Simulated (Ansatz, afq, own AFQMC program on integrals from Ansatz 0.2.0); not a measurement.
## AlSi, quartet in cc-pVDZ, levels against full CI

```yaml
atoms:
  - { symbol: Si, position_ang: [0.0000, 0.0000, 0.0000] }
  - { symbol: Al, position_ang: [0.0000, 0.0000, 8.1940] }
```

Basis cc-pVDZ. Noble-gas cores (and the filled d shells of Ga–Kr and In–Xe) are frozen. AFQMC by an in-house program on the Cholesky factors that Ansatz 0.2.0 writes for its CCSD(T) run. The CISD trial takes its coefficients from CCSD amplitudes. Released means that phaseless walkers are propagated on without the constraint, phases kept. Error bars are statistical, one sigma.

Determinant: UHF, the one that the program's search chose, which needn't be the lowest solution. The geometry is a point of a scan.

Full CI on the same integrals is exact in this basis and with this determinant's frozen core.

Cautions: lower spins were not checked; the released energies have errors that jump between times, so the bars are unsure, so no released level is given (meV from the phaseless value at times in 1/Eh: -1.0 ± 1.2 at 0.24, 16374 ± 16378 at 0.51, -8.6 ± 1.2 at 0.99, -9.8 ± 1.2 at 1.62, -9.6 ± 1.3 at 2.40).

The T1 diagnostic is 0.0119. The weight of the determinant in the CISD state is 0.880 and the ⟨S²⟩ of the determinant is 3.775. The size of the correlated space is 7 electrons in 26 orbitals.

Reference: full CI, correlation energy -3.091 eV.

```
        level  E − E(reference) (kJ/mol)  share of correlation (%)
           HF                      298.3                      0.00
          MP2                      100.0                     66.47
         CCSD                        6.6                     97.78
      CCSD(T)                        2.2                     99.26
        CCSDT                        0.2                     99.93
     CCSDT(Q)                        0.1                     99.96
       CCSDTQ                        0.0                     99.99
  ph-AFQMC/HF                 13.9 ± 1.7                     95.33
ph-AFQMC/CISD                  1.4 ± 0.2                     99.54
```

CCSDT and higher add their correlation energy to the determinant of the CCSD(T) run, since their own runs factorise the integrals more tightly (a shift of under 2 meV). A walk keeps the symmetry of its determinant, which the program's search chose and which needn't be the lowest solution, so a lower state of the same spin and another symmetry isn't excluded.
